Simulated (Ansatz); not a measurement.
# BSiHO (triplet): the correlation ladder at a displaced geometry (v1), cc-pVDZ

How much of the correlation energy of BSiHO (triplet) does each wave-function method recover here?

The runs use Ansatz 0.2.0, Gaussian basis; cc-pVDZ, core rule «outside noble gas», up to 7 orbitals frozen.

Plan: UHF; CCSD(T) on ROHF; CCSD(T) on UHF; BCCD(T) on ROHF; CISD; CCSDT(Q) on ROHF; CCSDT(Q) on UHF.

27 further runs of the same task are left out: 9 that didn't finish, 18 set aside as unsound or not needed.

**1. The system**

The geometry is a PBE0/def2-TZVP stationary point (not a proven minimum) with its atoms shifted at random (size 0.040 Å).

4 atoms, charge 0, spin multiplicity 3.

Atoms are counted from 1 here; the program's logs count them from 0.

Bond lengths: B1–O2 1.311 Å, B1–H4 1.167 Å, O2–Si3 1.708 Å. Angles: O2–B1–H4 128.9°, B1–O2–Si3 178.3°.

**2. UHF**

File in.yaml:

```yaml
crystal:
  periodic: [false, false, false]
  atoms:
    - {symbol: B, position_ang: [0.002349, -0.291461, 0.878884]}
    - {symbol: O, position_ang: [0.001486, -0.189619, -0.428162]}
    - {symbol: Si, position_ang: [0.049471, -0.073520, -2.131105]}
    - {symbol: H, position_ang: [-0.053305, 0.554600, 1.680383]}
basis:
  gaussian: {orbitals: cc-pVDZ}
magnetization: {spin_polarized: true, initial_magnetization: 2}
hamiltonian: {xc: hf}
output: {orbitals: {seedname: orbitals}}
```

The run is started by

```console
> ansatz run in.yaml --threads 1 --pin off --events-out ev --progress --plain --max-ram 2393MiB
```

The runs that follow: CCSD(T) on ROHF; CCSD(T) on UHF; BCCD(T) on ROHF; CISD; CCSDT(Q) on ROHF; CCSDT(Q) on UHF.

**Question.** What will the summary of the whole plan be? Wanted: UCCSDT(Q) below the RHF energy; RMP2 from UCCSDT(Q); UMP2 from UCCSDT(Q); RCCSD from UCCSDT(Q); RCCSD(T) from UCCSDT(Q); UCCSD(T) from UCCSDT(Q); RCCSDT(Q) from UCCSDT(Q); T1 diagnostic.

**Answer**, as computed:

| quantity | value |
| --- | --- |
| UCCSDT(Q) below the RHF energy | -9.5903 eV |
| RMP2 from UCCSDT(Q) | +26.94 kcal/mol |
| UMP2 from UCCSDT(Q) | +26.83 kcal/mol |
| RCCSD from UCCSDT(Q) | +8.67 kcal/mol |
| RCCSD(T) from UCCSDT(Q) | +1.75 kcal/mol |
| UCCSD(T) from UCCSDT(Q) | +1.74 kcal/mol |
| RCCSDT(Q) from UCCSDT(Q) | +0.16 kcal/mol |
| levels within 1 kcal/mol (43 meV) | RCCSDT, UCCSDT, RCCSDT(Q) |
| T1 diagnostic | 0.041 |

RCCSD(T) misses by +1.75 kcal/mol, 0.8 % of the correlation energy. These misses are within one basis, not against nature; the frozen cores of restricted and unrestricted runs differ, which can shift their rows.
